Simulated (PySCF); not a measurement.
# Core-level binding energies of 3-pyrroline

Compound: 3-pyrroline, C₄H₇N.
Structure used (PBE0-D3(BJ)/def2-SVP), in Å, numbered top down from 1:
```xyz
12
C4H7N angstrom
C     -0.8043    0.7282   -0.5742
C      0.4839    1.0449   -0.4277
C      1.2182   -0.0991    0.2254
N      0.1699   -1.0086    0.6903
C     -1.0532   -0.6574   -0.0331
H     -1.5648    1.3388   -1.0660
H      0.9652    1.9606   -0.7783
H      1.8742    0.2107    1.0561
H      1.8798   -0.5939   -0.5149
H      0.0140   -0.8323    1.6783
H     -1.2411   -1.3607   -0.8700
H     -1.9376   -0.7260    0.6224
```

Computed, not measured: delta-SCF UKS SCAN, pcX-2 on the ionised atom, pcseg-1 elsewhere, spin-free X2C (PySCF). Vertical ΔSCF values, vacuum level as zero.

Problem. What binding energy does each computed site have?

Solution. 
```
atom(s)                 bonded to  level  binding energy (eV)  above the level's lowest (eV)  count
     N4                 2 C and H   N 1s               404.76                           0.00      1
  C3/C5              N, C and 2 H   C 1s               291.39                          +1.18      2
  C1/C2  C (double bond), C and H   C 1s               290.21                           0.00      2
```

Lowest listed C 1s: C1/C2, bonded to C (double bond), C and H. Highest, 1.18 eV above it: C3/C5, bonded to N, C and 2 H.

Problem. Which photon energy gives electrons from C 1s of C3/C5 a kinetic energy of 20 eV, and what is their de Broglie wavelength?

Solution. hν = 291.39 + 20 = 311.39 eV, recoil neglected; λ = 12.264 Å/√(E/eV) = 2.74 Å.

The first atom of each set that the bonding makes equivalent was ionised and stands for the set. Geometry: PBE0-D3(BJ)/def2-SVP, one conformer, isolated molecule.

The run took 25 s wall, 22 s CPU on one thread, x86-64 server (shared host).
